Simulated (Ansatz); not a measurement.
HSiB⁺, doublet: the ladder up to full CI

Geometry: that of the HSiB, singlet, kept fixed.

```xyz
3

Si    0.0000    0.0000    0.1742
B     0.0000    0.0000   -1.8643
H     0.0000    0.0000    1.6901
```

Basis cc-pVDZ; Ansatz 0.2.0. Correlated methods freeze the noble-gas cores, which leaves 7 electrons in 31 orbitals. Prefix R: restricted or restricted open-shell reference; prefix U: unrestricted. Active spaces: valence = (7e, 9o) chosen from the atoms' valence shells.

Full CI is exact within this basis and frozen core; it isn't the basis-set limit. The frozen core follows each run's orbitals, which can shift R against U totals by a few meV.

For open shells CISD and CISDTQ are restricted-active-space CI with the open shells as a complete middle space.

```
UHF ⟨S²⟩                          : 1.567
T1 diagnostic (RCCSD)             : 0.0326
largest doubles amplitude (RCCSD) : 0.112
```

| level | E − E(full CI) (mEh) | share of correlation (%) | wall time |
| --- | --- | --- | --- |
| RHF | 170.26 | 0.00 | – |
| RMP2 | 53.01 | 68.87 | – |
| CISD | 20.54 | 87.93 | 1 s |
| RCCSD | 8.97 | 94.73 | – |
| RCCSD(T) | 2.62 | 98.46 | 3 s |
| BCCD(T) | 2.59 | 98.48 | 2.8 s |
| RCCSDT | 0.55 | 99.68 | – |
| CISDTQ | 0.92 | 99.46 | 23 s (H100) |
| RCCSDT(Q) | 0.11 | 99.93 | 8 s |
| RCCSDTQ | 0.02 | 99.99 | 19 s (H100) |
| CASSCF (valence space) | 73.12 | 57.06 | – |
| NEVPT2 (valence space) | 20.58 | 87.91 | 3.1 s |
| MRCISD (valence space) | 3.62 | 97.87 | – |
| MRCISD+Q (valence space) | 0.32 | 99.81 | 4.9 s |

The correlation energy at full CI, counted from RHF, is -4.633 eV. That run took 14 s on 2 threads of AMD EPYC 7R13 with a shared H100 80 GB, shared host over 35,359,296 determinants.

Run but not shown, since their state or frozen core can't be matched to the reference's or they repeat it: UHF, UMP2, UCCSD, UCCSD(T), UCCSDT, UCCSDT(Q), UCCSDTQ.

Times hold each run's SCF and search for its determinant on a shared host, so for small cases they say little of a method's own cost; rows without a card ran on 1 thread of AMD EPYC 7R13.

The full-CI state has the irrep B1 of C2v, in the program's axes (one component, if the state is degenerate).

Natural occupations of full CI about the gap: 1.945 1.920 1.784 0.973 0.103 0.089 0.068 0.033 0.018 0.011; effectively unpaired electrons, Σ n²(2−n)², 1.27.
